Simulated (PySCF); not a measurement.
## S: ionisation energy

S [Ne] 3s2 3p4 (3P) → S⁺ [Ne] 3s2 3p3 (4S), as a difference of total energies. All numbers are calculated (PySCF 2.14, scalar relativity by spin-free X2C-1e, in x2c-TZVPPall). Correlated levels: valence and next inner shell: 1s2 frozen. The calculations carry no spin-orbit coupling.

| method | ionisation energy (eV) |
| --- | --- |
| UHF | 9.222 |
| MP2 (valence and next inner shell) | 9.950 |
| SCS-MP2 (valence and next inner shell) | 10.024 |
| CCSD (valence and next inner shell) | 10.059 |
| CCSD(T) (valence and next inner shell) | 10.092 |

A first-order spin-orbit estimate (lowest level to lowest level, LS coupling) adds 0.024 eV.

Errors of the correlated levels include the incompleteness of this basis and the frozen core.

Q: Which method comes closest to the reference value, and which is furthest?

A: The reference is 10.360 eV (measured; NIST Atomic Spectra Database, ionization energies). Closest: CCSD(T) (valence and next inner shell) (error -0.244 eV); furthest: UHF (error -1.114 eV), both after the spin-orbit estimate.
